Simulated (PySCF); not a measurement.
Molecule (SMILES): C1CN1.
Geometry (B3LYP-D3(BJ)/def2-TZVP, fixed):
```
C
H 1 1.0830
H 1 1.0841 2 114.71
N 1 1.4686 2 114.80 3 -142.73
H 4 1.0144 1 110.39 2 146.03
C 4 1.4686 5 110.39 1 -65.01
H 6 1.0830 4 114.80 5 -146.03
H 6 1.0841 7 114.71 4 -142.73
```
Charge 0, spin multiplicity 1.

Basis-set convergence of the mean static polarisability at HF with PySCF. All functions are spherical. Density fitting with generated auxiliary sets. No added dispersion term, no relativity. Reference: the value in aug-pcseg-2, 31.39 bohr³, itself unsure by roughly 0.1 % (its distance from aug-cc-pVTZ). Deviations are taken from unrounded values. Cost is core time over that of 6-311++G(2d,2p), rough, on shared machines of one kind.

| basis | functions | cost |
|---|---|---|
| 6-31G** | 67 | 0.2× |
| 6-311G** | 84 | 0.3× |
| 6-311+G** | 96 | 0.4× |
| 6-311++G(2d,2p) | 131 | 1× |
| 6-311++G(3df,3pd) | 207 | 5× |

Problem. Which is the smallest Pople set listed that can be trusted to 1 % here, that is, within that of the reference together with its larger relatives (same family, alike in diffuse functions; a set with none to test it counts only in the reference's own line)?

Solution. Of the sets listed that have larger relatives (same family, alike in diffuse functions), none stays within 1 % of the reference together with them. Inside, with no larger relative to test it: 6-311++G(3df,3pd). Value minus reference over the reference: 6-31G** -17.0, 6-311G** -12.9, 6-311+G** -6.9, 6-311++G(2d,2p) -2.9, 6-311++G(3df,3pd) -0.6 %.
